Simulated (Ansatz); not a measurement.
Computed with Ansatz on PBE0-D4/def2-TZVP structures; ΔE is electronic, products minus reactants. CBS: MP2 limit from def2 TZ/QZ plus the TZ coupled-cluster correction, frozen cores. DFT in def2-TZVPP. B3LYP here is the variant with VWN-RPA as its local correlation; programs differ in this. HSE06 is defined as in plane-wave codes. One conformer a species, not always the lowest.

`C/N=C/OC` → `CC1(N)CO1`  (isomerisation)

```csv
level,ΔE (kJ/mol),difference from CCSD(T)/CBS
LDA (SPW92),8.2,-7.9
PBE-D4,18.3,2.2
revPBE-D4,18.6,2.5
BLYP-D4,41.0,24.9
r2SCAN-D4,17.7,1.6
B97M-V,16.1,0.0
PBE0-D4,11.5,-4.6
B3LYP-D4,33.7,17.6
r2SCANh-D4,15.4,-0.7
r2SCAN0-D4,12.2,-3.9
HSE06-D4,11.8,-4.3
BHLYP-D4,30.1,14.0
CAM-B3LYP-D4,27.3,11.2
ωB97X-V,12.6,-3.5
ωB97M-V,15.8,-0.3
B2PLYP,29.4,13.3
PBE-QIDH,8.5,-7.6
PBE,19.8,3.7
revPBE,23.3,7.2
BLYP,44.7,28.6
r2SCAN,17.9,1.8
PBE0,12.7,-3.4
B3LYP,36.4,20.3
r2SCANh,15.6,-0.5
r2SCAN0,12.4,-3.7
HSE06,12.9,-3.2
BHLYP,31.8,15.7
LC-ωPBE,1.1,-15.0
RPA@PBE/def2-TZVPP,23.0,6.9
HF/def2-SVP,45.1,29.0
CCSD/def2-SVP,28.0,11.9
CCSD(T)/def2-SVP,29.7,13.6
HF/def2-TZVPP,42.1,26.0
MP2/def2-TZVPP,10.9,-5.2
SCS-MP2/def2-TZVPP,19.5,3.4
CCSD/def2-TZVPP,19.7,3.6
CCSD(T)/def2-TZVPP,20.1,4.0
HF/def2-QZVPP,42.1,26.0
MP2/CBS(def2),6.9,-9.2
CCSD/CBS(def2),15.6,-0.5
CCSD(T)/CBS,16.1,0
```

Largest T1 diagnostic among the species: 0.013.

At CCSD(T), def2-SVP lies +13.6 kJ/mol from the extrapolated value and def2-TZVPP +4.0 kJ/mol. From BLYP to BHLYP (50 % exact exchange), in def2-TZVPP and without D4, ΔE moves by −12.9 kJ/mol.

CCSD(T)/CBS has its own doubt, a few kJ/mol and more with outer-core shells, so smaller differences from it don't rank the levels.
